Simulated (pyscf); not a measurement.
## Routes from CH₄ + F–InH₂

Candidate steps break at most two bonds and form at most two. Each was searched with GFN2-xTB (tblite) first. Optimised with ωB97X-D3(BJ)/def2-SVP in PySCF. MP2 and CC: frozen core, UHF for open shells. ΔMP2 is the change of the MP2 total energy from the triple- to the quadruple-zeta basis. Energies: CCSD(T)/def2-TZVPP + ΔMP2(QZVPP), kcal/mol, from the separated reactants, singlet surface; ΔG‡ with ideal gas, 1 atm, RRHO with modes under 100 cm⁻¹ raised to 100, one conformer, R ln 2 for chiral ones without a mode under 150 cm⁻¹.

| products | type | ΔE‡ | ΔE | ΔG‡ 298 K | ΔG‡ 900 K | ν‡ (cm⁻¹) |
|---|---|---|---|---|---|---|
| H₃C–InH₂ + HF | four-centre exchange | 29.4 | +24.1 | 36.4 | 54.2 | 1041i |
| H₃C–F + InH₃ | four-centre exchange | 103.6 | +43.9 | 110.5 | 128.5 | 1040i |

Row 1: On the reactant side the descent ends in a complex, 4.3 kcal/mol under the separated species and 33.0 kcal/mol under the saddle at ωB97X-D3(BJ)/def2-TZVP. On the product side the descent ends in an adduct with a F–In contact, 6.8 kcal/mol under the separated species and 9.3 kcal/mol under the saddle at ωB97X-D3(BJ)/def2-TZVP. Row 2: On the reactant side the descent ends in a complex (not fully relaxed), 4.3 kcal/mol under the separated species and 108.8 kcal/mol under the saddle at ωB97X-D3(BJ)/def2-TZVP. On the product side the descent ends in an adduct with a F–In contact (not fully relaxed), 8.7 kcal/mol under the separated species and 70.8 kcal/mol under the saddle at ωB97X-D3(BJ)/def2-TZVP. 

Plain bond fissions and candidates not yet searched are not listed, and one of them may be faster. Each barrier is that of the saddle found; lower ones may exist. The CCSD(T) − MP2 part came from Ansatz, without density fitting, on the same reference. The largest closed-shell T1 diagnostic is 0.031, which may signal static correlation. The frozen core leaves the outer d or s,p core shells of the metals and heavy elements correlated in the MP2 and CC values, and def2-TZVPP describes them poorly, which can shift differences by a few kcal/mol. Elements past Kr carry the def2 core potentials, without spin-orbit coupling.
